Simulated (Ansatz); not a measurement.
Mulliken charges of `BN[SiH3]` from B3LYP/def2-TZVPP in Ansatz (PBE0-D4/def2-TZVP geometry).

```csv
atom,x (Å),y (Å),z (Å),charge (e)
B1,-0.783,0.803,-1.073,-0.109
N2,0.104,0.642,-0.004,-0.204
Si3,0.541,-0.859,0.771,0.345
H4,-1.319,-0.164,-1.533,0.012
H5,-0.991,1.899,-1.510,0.009
H6,0.536,1.483,0.356,0.135
H7,2.007,-1.089,0.666,-0.067
H8,-0.200,-1.945,0.093,-0.054
H9,0.192,-0.816,2.216,-0.067
```

Q: By hand: the dipole of these point charges (1 e Å = 4.8032 D).

A: Σ q r = (0.162, -0.067, 0.202) e Å, of length 0.267 e Å = 1.28 D.

Q: How does the dipole of the full density compare? (Estimate.)

A: The calculation gave: (0.188, 0.070, 0.209) e Å, 1.39 D; the point charges give 0.92 times that, at 29° from its direction.

Point charges leave out the atoms' own dipoles, such as those of lone pairs, and Mulliken's split depends on the basis, so the two needn't agree.

B3LYP here is the variant with VWN-RPA as its local correlation; programs differ in this.
